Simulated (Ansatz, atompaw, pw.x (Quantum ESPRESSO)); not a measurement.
**pw.x on bcc Ta: one setting changed**

Potential: PAW, atompaw 4.2.0.5, LDA (PW92); core [Kr] 4d10 4f14, reference 5s2 5p6 5d3 6s2 6p0; waves: 5s (bound): rc 1.50 bohr; 6s (bound): rc 2.25 bohr; 5p (bound): rc 1.70 bohr; 6p (bound, empty): rc 1.80 bohr; 5d (bound): rc 2.25 bohr; 5d channel at 0.66 Ry: rc 2.25 bohr; local part: bessel scheme, radius 1.90 bohr; core correction: smooth core density matched at 1.45 bohr; augmentation: besselshape compensation charge, radius 1.70 bohr; PAW radius 2.25 bohr; waves and projectors: custom polynom2 7 10 vanderbiltortho.

The reference run (k-mesh 14³, cutoffs 70/700 Ry, Fermi–Dirac 0.01 Ry, mixing_beta 0.4, conv_thr 1e-9, no spin) gives 0.38 GPa at 17.128 Å³/atom, where all-electron LAPW gives 1.38 GPa. This run, with its own iteration cap, changes k-mesh shift to 1.

```
&control
  calculation='scf', prefix='x', pseudo_dir='./', outdir='./tmp', tstress=.true., disk_io='none'
/
&system
  ibrav=0, nat=1, ntyp=1, ecutwfc=70, ecutrho=700, nbnd=14,
  occupations='smearing', smearing='fd', degauss=0.01
/
&electrons
  conv_thr=1e-09, mixing_beta=0.4, electron_maxstep=60
/
ATOMIC_SPECIES
Ta 1.0 Ta.UPF
CELL_PARAMETERS angstrom
  -1.62386113 1.62386113 1.62386113
  1.62386113 -1.62386113 1.62386113
  1.62386113 1.62386113 -1.62386113
ATOMIC_POSITIONS crystal
Ta 0.0000 0.0000 0.0000
K_POINTS automatic
14 14 14 1 1 1
```

```bash
pw.x < Ta.scf.in > Ta.scf.out
```

**Question.** How does the run end?

**Answer.** It converges in 9 iterations; the free energy moves by +1.6 meV/atom and the pressure by -0.28 GPa.

```
Message from routine setup:
     using ibrav=0 with symmetry is DISCOURAGED, use correct ibrav instead
     lattice parameter (alat)  =       5.3151  a.u.
     unit-cell volume          =     115.5855 (a.u.)^3
     number of electrons       =        13.00
     number of Kohn-Sham states=           14
     kinetic-energy cutoff     =      70.0000  Ry
     charge density cutoff     =     700.0000  Ry
     scf convergence threshold =      1.0E-09
     Exchange-correlation= SLA PW NOGX NOGC
     number of k points=   100  Fermi-Dirac smearing, width (Ry)=  0.0100
     iteration #  1     ecut=    70.00 Ry     beta= 0.40
     total energy              =    -708.76983844 Ry
     estimated scf accuracy    <       0.02685767 Ry
     iteration #  2     ecut=    70.00 Ry     beta= 0.40
     total energy              =    -708.77189195 Ry
     estimated scf accuracy    <       0.00368723 Ry
     iteration #  3     ecut=    70.00 Ry     beta= 0.40
     total energy              =    -708.77386077 Ry
     estimated scf accuracy    <       0.00047600 Ry
     [... 3 iterations left out ...]
     iteration #  7     ecut=    70.00 Ry     beta= 0.40
     total energy              =    -708.77412934 Ry
     estimated scf accuracy    <       0.00000007 Ry
     iteration #  8     ecut=    70.00 Ry     beta= 0.40
     total energy              =    -708.77412939 Ry
     estimated scf accuracy    <          6.8E-09 Ry
     iteration #  9     ecut=    70.00 Ry     beta= 0.40
     the Fermi energy is    18.8015 ev
!    total energy              =    -708.77412941 Ry
     estimated scf accuracy    <          8.0E-10 Ry
     smearing contrib. (-TS)   =      -0.00570748 Ry
     The total energy is F=E-TS. E is the sum of the following terms:
     one-electron contribution =      -9.50812240 Ry
     hartree contribution      =      15.92538989 Ry
     xc contribution           =     -19.65852289 Ry
     ewald contribution        =    -100.21180189 Ry
     one-center paw contrib.   =    -595.31536465 Ry
     convergence has been achieved in   9 iterations
          total   stress  (Ry/bohr**3)                   (kbar)     P=        0.98
     Message from routine punch:
     Nothing written, as per user request (disk_io='none')
```

The run took about 19 s on one core of a shared host (AMD EPYC 9R45 96-Core Processor, 96 threads, 376 GiB, load 65).
